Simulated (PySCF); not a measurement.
## Structure elucidation problem

The spectra below were simulated for a compound C$_{4}$H$_{6}$O.

1H NMR (500 MHz, computed): δ 2.71 (t, J = 9.6 Hz, 1H), 2.10 (dq, J = 9.6, 7.7 Hz, 2H), 1.18 (t, J = 7.7 Hz, 3H).

13C{1H} NMR (computed): δ 204.7, 21.7, 20.3, 20.1.

- shieldings: GIAO PBE0/pcSseg-1
- GFN2-xTB structure
- J: B3LYP/pcJ-1 (without the spin–dipole term)
- code: PySCF 2.14.0 with density-fitted response routines
- no relativistic terms, a single conformation, no solvent model, one averaged value for each set of equivalent atoms

δ = σ(ref) − σ, references computed at the same level: 1H and 13C against TMS.

**Question.** What is the structure?

**Answer.** 
Rings plus π bonds: 2 (no ring in the answer). 4 carbon signals for 4 carbons: no two carbons are equivalent. Carbon types of the structure: 1 × C, 1 × CH, 1 × CH2, 1 × CH3, which accounts for all hydrogens. δC 204.7: central carbon of a ketene. δC 21.7: methyl carbon; aliphatic region, no heteroatom directly attached. δC 20.3: terminal carbon of a ketene. δC 20.1: allylic sp3 CH2; saturated and bonded to C and H only. δH 2.71: hydrogen on a terminal carbon of a ketene. δH 2.10: hydrogen on an allylic sp3 CH2; allylic position. δH 1.18: hydrogen on a methyl carbon. The protons at 2.10 and 2.71 share a coupling of 9.6 Hz (vicinal). The protons at 1.18 and 2.10 share a coupling of 7.7 Hz (vicinal).

The compound is ethylketene (C(C)C=C=O).

The shifts were computed for this structure.

Multiplet labels drop couplings under 1 Hz and merge nearly equal ones. Unscaled 3J(H,H) at this level run about 10 % above measured values. Shifts are as computed. Against solution values, carbons near 30 ppm lie about +3 ppm off and those near 130 ppm about +5 ppm. Of 1211 compounds with measured shifts, 218 miss one by over three times the rms of a fit or turn the order of signals round; such compounds aren't used in these exercises. Couplings across =CH–CH2 type bonds come from one rotamer and its mirror image, and can be 1–2 Hz further off.
